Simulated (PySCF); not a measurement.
Cyanide, CN (charge -1).
Cartesian coordinates in Å at the GFN2-xTB level; atoms count from 1:
```
atom  x, y, z in Å
C1     0.601   -0.003   -0.002
N2    -0.599    0.004   -0.012
```

The geometry is computed with GFN2-xTB (gas phase).

Take the most abundant isotopes and a rigid rotor. 

Question: What are the moment of inertia and the rotational constant?

Answer: I = 9.308 u·Å², B = 505379 MHz·u·Å²/I = 54297 MHz (1.8112 cm⁻¹, or 2.606 K as hB/k). For two atoms I = μr² with μ = 6.4622 u and r = 1.2001 Å.

Question: List the first levels of a rigid rotor in a Σ state.

Answer: E(J) = BJ(J+1): J = 1: 3.622, J = 2: 10.867, J = 3: 21.734, J = 4: 36.223, J = 5: 54.335, J = 6: 76.068 cm⁻¹.

Question: Estimate the classical rotational partition function at 25 K and 200 K.

Answer: Point group C∞v, symmetry number σ = 1; q = kT/(σhB), k/h = 20836.6 MHz/K: 9.6 at 25 K, 76.8 at 200 K.

No GFN2-xTB frequencies stand behind this structure, so it isn't proved a minimum. Constants of a rigid frame at the computed geometry: no zero-point averaging, no centrifugal distortion.
